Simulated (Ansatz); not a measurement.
Frontier orbitals of BFH$_{2}$S, SMILES `FBS`.

Z-matrix (Å, degrees):
```
B
F 1 1.322
S 1 1.794 2 117.9
H 1 1.194 2 119.5 3 -180.0
H 3 1.342 1 94.9 2 180.0
```

Charge 0, multiplicity 1. The geometry is a stationary point of PBE0-D4/def2-TZVP. It is one conformer, not always the lowest. Basis def2-TZVPP, Ansatz.

| functional | HOMO (eV) | LUMO (eV) | gap (eV) |
| --- | --- | --- | --- |
| PBE | -7.14 | -1.66 | 5.48 |
| revPBE | -7.08 | -1.55 | 5.53 |
| BLYP | -6.96 | -1.51 | 5.45 |
| B97M-V | -7.48 | -1.32 | 6.16 |
| PBE0 | -8.36 | -0.69 | 7.67 |
| r2SCANh | -7.87 | -0.97 | 6.90 |
| ωB97X-V | -10.70 | 1.54 | 12.24 |
| ωB97M-V | -10.54 | 1.33 | 11.87 |

Problem. What is the vertical ionisation energy at frozen-core CCSD(T)/CBS(def2)? (Best estimate.)

Solution. Computed: 11.03 eV (T1 of the cation 0.017).

From PBE to PBE0 the HOMO moves by −1.22 eV and the LUMO by +0.97 eV, and with ωB97M-V by −3.40 and +2.98 eV, so the gap grows from 5.48 to 11.86 eV with exact exchange. A positive LUMO is unbound and depends on the basis. −ε(HOMO) differs from that ionisation energy by −3.90 eV with PBE and −0.50 eV with ωB97M-V.
